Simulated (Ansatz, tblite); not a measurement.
**Si(SH)2H2 (SiH₄S₂): a ladder of methods and basis sets**

An exercise on one series of results from a longer session: the logs are not shown, and one member is left open.

Method: as each input shows; program: Ansatz 0.2.0, Gaussian basis.

The runs, in order: GFN1-xTB, GFN2-xTB, PBE-D4/def2-TZVP, r2SCAN-D4/def2-TZVP, revPBE-D4/def2-TZVP, ωB97M-V/def2-TZVP, r2SCAN0-D4/def2-TZVP, B97M-V/def2-TZVP, LDA/def2-TZVP, BLYP-D4/def2-TZVP, ωB97X-V/def2-TZVP, PBE-D4/def2-SVP, PBE0-D4/def2-SVP, HF/STO-3G, PBE0-D4/def2-TZVPD, PBE-D4/def2-TZVPD, r2SCAN-D4/def2-TZVPD, CCSD(T)/def2-TZVPP, MP2/def2-TZVP, RPA/def2-TZVP, CCSD(T)/def2-TZVPD.

### The structure

The singlet was relaxed beforehand with r2SCAN-D4/def2-TZVP.

7 atoms, charge 0, spin multiplicity 1.

Bond lengths: Si1–S2 2.136 Å, Si1–S4 2.136 Å, Si1–H6 1.481 Å, Si1–H7 1.481 Å, S2–H3 1.345 Å, S4–H5 1.345 Å. Angles: S2–Si1–S4 114.3°, S2–Si1–H6 112.8°, S2–Si1–H7 103.3°, S4–Si1–H6 103.3°, S4–Si1–H7 112.8°, H6–Si1–H7 110.7°, Si1–S2–H3 94.4°, Si1–S4–H5 94.4°.

Coordinates:

```xyz
7
H4S2Si
Si   -0.50292    0.01240   -0.35298
S    -0.58534   -0.03345    1.78056
H     0.15719    1.07712    1.93689
S     1.47622    0.01142   -1.15541
H     1.83857   -1.12629   -0.53616
H    -1.10123    1.24094   -0.92298
H    -1.28247   -1.18214   -0.74994
```

PBE0-D4/def2-TZVP was run before; its log isn't repeated, and its numbers join the tables.

The first run:

Tight binding, by tblite at 300 K electronic temperature and without a spin-polarisation term:

```python
tblite.interface.Calculator('GFN1-xTB', numbers, positions, charge=0, uhf=0).singlepoint()
```

Tight binding, by tblite at 300 K electronic temperature and without a spin-polarisation term:

```python
tblite.interface.Calculator('GFN2-xTB', numbers, positions, charge=0, uhf=0).singlepoint()
```

start.molden holds the orbitals of an earlier run on this state, given as this run's starting guess.

in.yaml

```yaml
crystal:
  periodic: [false, false, false]
  atoms:
    - {symbol: Si, position_ang: [-0.502922, 0.012401, -0.352978]}
    - {symbol: S, position_ang: [-0.585343, -0.033451, 1.780559]}
    - {symbol: H, position_ang: [0.157187, 1.077115, 1.936891]}
    - {symbol: S, position_ang: [1.476218, 0.011418, -1.155411]}
    - {symbol: H, position_ang: [1.838565, -1.126290, -0.536160]}
    - {symbol: H, position_ang: [-1.101231, 1.240943, -0.922984]}
    - {symbol: H, position_ang: [-1.282474, -1.182136, -0.749938]}
basis:
  gaussian: {orbitals: def2-TZVP, initial_orbitals: start.molden}
hamiltonian: {xc: pbe, dispersion: d4}
scf: {omitted_lower_state_checks: [starts]}
output: {orbitals: {seedname: orbitals}}
```

Command:

```sh
$ ansatz run in.yaml --threads 4 --pin off --events-out ev --progress --plain --max-ram 3916MiB
```

Steps of the session up to this table: PBE-D4/def2-TZVP; r2SCAN-D4/def2-TZVP; revPBE-D4/def2-TZVP; ωB97M-V/def2-TZVP; r2SCAN0-D4/def2-TZVP; B97M-V/def2-TZVP; LDA/def2-TZVP; BLYP-D4/def2-TZVP; ωB97X-V/def2-TZVP; PBE-D4/def2-SVP; PBE0-D4/def2-SVP; HF/STO-3G; PBE0-D4/def2-TZVPD; PBE-D4/def2-TZVPD; r2SCAN-D4/def2-TZVPD; CCSD(T)/def2-TZVPP; MP2/def2-TZVP; RPA/def2-TZVP; CCSD(T)/def2-TZVPD.

One table of the session follows, with a row left open; its other results are not shown here.

It belongs to the step «Levels side by side». 

```
               level  HOMO (eV)  LUMO (eV)  gap (eV)
           HF/STO-3G      -7.09       9.70     16.79
       LDA/def2-TZVP      -6.38      -1.23      5.16
     PBE-D4/def2-SVP      -6.12      -0.50      5.62
    PBE-D4/def2-TZVP      -6.28      -1.06      5.22
   PBE-D4/def2-TZVPD      -6.33      -1.25      5.09
 revPBE-D4/def2-TZVP      -6.23      -0.98      5.25
   BLYP-D4/def2-TZVP      -6.10      -0.95      5.16
 r2SCAN-D4/def2-TZVP      -6.56      -0.76      5.80
r2SCAN-D4/def2-TZVPD          ?          ?         ?
    B97M-V/def2-TZVP      -6.67      -0.87      5.80
    PBE0-D4/def2-SVP      -7.38       0.45      7.83
   PBE0-D4/def2-TZVP      -7.48      -0.12      7.36
  PBE0-D4/def2-TZVPD      -7.52      -0.39      7.12
r2SCAN0-D4/def2-TZVP      -7.67       0.06      7.73
   ωB97X-V/def2-TZVP      -9.81       2.05     11.86
   ωB97M-V/def2-TZVP      -9.63       1.84     11.47
```

**Question.** Estimate the row for r2SCAN-D4/def2-TZVPD.

**Answer.** HOMO (eV): -6.59; LUMO (eV): -0.89; gap (eV): 5.70. In the column «HOMO (eV)» it lies between B97M-V/def2-TZVP (-6.67) and r2SCAN-D4/def2-TZVP (-6.56).
